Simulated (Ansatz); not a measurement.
Basis-set extrapolation for HLi (PBE0-D4/def2-TZVP geometry, all electrons outside any core potential correlated, Ansatz). Multiplicity 1, RHF reference. For Li the program correlates outer-core shells too, which these sets cover unevenly, so the extrapolated numbers aren't a true limit.

```json
{"": "HF", "def2-TZVPP": "-7.986004", "def2-QZVPP": "-7.987108"}
{"": "MP2 correlation", "def2-TZVPP": "-0.057611", "def2-QZVPP": "-0.059779"}
{"": "CCSD(T) correlation", "def2-TZVPP": "-0.070432", "def2-QZVPP": "-0.072335"}
```

Energies in hartree. Use E(X) = E(∞) + A·exp(−7.88·√X) for Hartree–Fock and E(X) = E(∞) + B·X^(−2.97) for correlation, with X = 3 and 4.

Question: What is the CCSD(T) energy at the basis-set limit?

Answer: HF limit: -7.987108 + (-0.001104) × 0.13774 = -7.98726. Correlation limit: -0.072335 + (-0.001903) × 0.74074 = -0.07374. Total: -8.06100 hartree, 12.0 kJ/mol below CCSD(T)/def2-TZVPP.
